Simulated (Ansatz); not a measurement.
# C2H8Si: the cost of one run

Program: Ansatz 0.2.0. Level of theory: RKS PBE-D4/def2-SVP. These are calculated values, not measurements.

**1. Starting point**

Bond lengths: C1–Si2 1.790 Å, Si2–C3 1.820 Å, C1–H4 1.071 Å, C1–H5 1.106 Å, C1–H6 1.131 Å, Si2–H7 1.481 Å, Si2–H8 1.446 Å, C3–H9 1.092 Å, C3–H10 1.120 Å, C3–H11 1.120 Å. Angles (14 of 18 angles, heavy atoms first): C1–Si2–C3 110.8°, C1–Si2–H7 109.7°, C1–Si2–H8 110.7°, C3–Si2–H7 108.4°, C3–Si2–H8 108.4°, Si2–C1–H4 113.2°, Si2–C1–H5 115.1°, Si2–C1–H6 114.5°, Si2–C3–H9 114.6°, Si2–C3–H10 112.9°, Si2–C3–H11 112.7°, H7–Si2–H8 108.9°, H4–C1–H5 102.5°, H4–C1–H6 104.3°.

As a file:

```xyz
11

C    -1.0123    0.9116   -0.6373
Si   -0.3231   -0.6465   -0.0895
C     1.2939   -0.3924    0.7052
H    -1.9588    0.8047   -1.1280
H    -0.4117    1.4512   -1.3926
H    -1.2108    1.6543    0.1921
H    -0.1362   -1.5467   -1.2512
H    -1.2035   -1.2879    0.8618
H     2.0418    0.0887    0.0720
H     1.7552   -1.3462    1.0687
H     1.2308    0.2522    1.6194
```

**2. Relaxing end A**

The input, input.yaml:

```yaml
crystal:
  periodic: [false, false, false]
  atoms:
    - { symbol: C, position_ang: [-1.0123, 0.9116, -0.6373] }
    - { symbol: Si, position_ang: [-0.3231, -0.6465, -0.0895] }
    - { symbol: C, position_ang: [1.2939, -0.3924, 0.7052] }
    - { symbol: H, position_ang: [-1.9588, 0.8047, -1.128] }
    - { symbol: H, position_ang: [-0.4117, 1.4512, -1.3926] }
    - { symbol: H, position_ang: [-1.2108, 1.6543, 0.1921] }
    - { symbol: H, position_ang: [-0.1362, -1.5467, -1.2512] }
    - { symbol: H, position_ang: [-1.2035, -1.2879, 0.8618] }
    - { symbol: H, position_ang: [2.0418, 0.0887, 0.072] }
    - { symbol: H, position_ang: [1.7552, -1.3462, 1.0687] }
    - { symbol: H, position_ang: [1.2308, 0.2522, 1.6194] }
basis:
  gaussian: { orbitals: def2-SVP }
hamiltonian:
  xc: pbe
  dispersion: d4
relax:
  f_tol: 0.015
  max_steps: 40
```

Launch:

```
$ ansatz run input.yaml --threads 1 --pin off --max-ram 2048MiB --backend cpu --events-out ev --progress --plain --runs-dir out
```

Q: Estimate wall time and peak memory on 1 thread of Arm Neoverse V1, shared host.

About 14 s, with a peak of 0.11 GiB.
